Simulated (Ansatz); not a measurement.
The same path of CH5B + H3P (11 atoms, charge 0, multiplicity 1) was run twice with different band settings. Lost on the way: B1–C2, P8–H11. Made: B1–P8, C2–H11.

Computed with RKS B3LYP-D4/6-31G* (Ansatz).

Relaxed end points:

```xyz
11
Properties=species:S:1:pos:R:3
B 0.026 0.110 0.387
C 0.086 0.452 1.910
H -0.831 0.239 2.470
H 0.949 0.031 2.439
H 0.218 1.550 1.946
H 1.030 -0.062 -0.244
H -1.015 0.110 -0.206
P -0.237 -3.360 0.609
H -0.661 -2.668 -0.561
H 1.007 -2.669 0.674
H -0.891 -2.452 1.491
```

```xyz
11
Properties=species:S:1:pos:R:3
B 0.204 -0.864 -0.458
C -0.267 0.367 2.781
H -0.856 0.905 3.529
H 0.785 0.358 3.080
H -0.366 0.869 1.813
H 1.252 -0.325 -0.278
H -0.754 -0.226 -0.768
P 0.007 -2.679 -0.020
H -0.895 -3.179 -0.989
H 1.202 -3.283 -0.475
H -0.632 -0.661 2.699
```

Common settings: movable images 7; climbing image yes; spring 5.0 eV/Å²; optimiser quadratic models (default); force threshold 0.05 eV/Å; iteration limit 60; end points relaxed.

| run | start path |
| --- | --- |
| 1 | through a guess of the saddle point |
| 2 | straight line |

Task: What does each run give, and how far can it be trusted?

Result: Run 1: converged after 29 iterations, highest image 1.155 eV above the first end. A vibrational analysis at the climbing image gives one clearly imaginary mode, 1029i cm⁻¹: a first-order saddle point.
Run 2: converged after 17 iterations, highest image 1.156 eV above the first end. Another band between the same ends (7 images) ends at a top of the same energy, where a vibrational analysis finds 1 clearly imaginary mode.
The orbitals stay closed-shell, which can raise the energy where a bond breaks towards radicals; this wasn't checked here.
